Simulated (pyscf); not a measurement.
Single points on ωB97X-D3(BJ)/def2-SVP structures (PySCF, gas phase). MP2 and CC: frozen core, UHF for open shells. ΔMP2 is the change of the MP2 total energy from the triple- to the quadruple-zeta basis.

SMILES: N[SiH2]O
```xyz
8

N      0.3450    -0.6238    -0.3955
Si     0.2088     0.1360     1.1439
O     -0.2709    -0.8430     2.4127
H     -0.4179    -0.6353    -1.0618
H      1.0368    -1.3370    -0.5964
H      1.5382     0.6283     1.5807
H     -0.7775     1.2389     0.9424
H     -1.1451    -1.2394     2.3425
```

Problem. How much does it cost (ΔH, 298 K, CCSD(T)/def2-TZVPP + ΔMP2(QZVPP)) to split H₂N–SiH₂–OH at its O–Si bond into H₂N–SiH₂• + OH•?

Solution. O–Si to H₂N–SiH₂• + OH•: 537.7 kJ/mol. Other isomers of H₂N–SiH₂• were not searched in full and may lie lower. The CCSD(T) − MP2 part came from Ansatz, without density fitting, on the same reference. Left out: the spin-orbit lowering of OH.
